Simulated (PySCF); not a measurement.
# Solvent effects on NMR parameters

Cartesian coordinates in Å; atom numbers follow the order of the lines, from 1:
```xyz
10

B     1.3220    0.3107    0.4546
C     0.0024   -0.3618   -0.0254
C    -1.3236    0.1768    0.4967
H     2.3869   -0.1102    0.0578
H     1.3271    1.2534    1.2175
H     0.0394   -0.3413   -1.1344
H     0.1120   -1.4453    0.1858
H    -1.3775    0.1087    1.5943
H    -2.1887   -0.3699    0.0904
H    -1.4533    1.2387    0.2363
```

GIAO PBE0/pcSseg-1 in PySCF 2.14.0 with density-fitted response routines on one PBE0-D3(BJ)/def2-SVP conformer, non-relativistic, equivalent nuclei averaged. Solvents enter as an IEF-PCM continuum (cyclohexane with ε = 2.0, chloroform with ε = 4.7) around the gas-phase geometry. Shifts are referred to BF3·OEt2, TMS computed in the same medium.

Gas phase, δ in ppm: B1 92.9, C2 28.7, C3 13.4, H4/H5 7.78, H6/H7 1.70, H8/H9/H10 1.24. Dipole moment 0.67 D.

(1) How does each δ change in the continuum?

(2) Which nuclei move most (in ppm), and what does the model miss?

Answers

(1) 
```
    atoms                         environment  Δδ, cyclohexane  Δδ, chloroform
       B1              boron bonded to C, 2 H             -0.2            -0.4
       C2                 sp3 CH2 bonded to B             +0.3            +0.5
       C3                       methyl carbon             +0.1            +0.2
    H4/H5     hydrogen on a boron bonded to C            -0.05           -0.10
    H6/H7  hydrogen on an sp3 CH2 bonded to B            +0.04           +0.08
H8/H9/H10         hydrogen on a methyl carbon             0.00           -0.01
```

Changes are relative to the gas phase. The dipole moment becomes 0.73 D in cyclohexane, 0.79 D in chloroform.

(2) C2 (sp3 CH2 bonded to B, +0.5 ppm) in chloroform. A continuum only polarises the solute; specific hydrogen bonds, the anisotropy of aromatic solvents and changes of geometry or conformer are outside it.
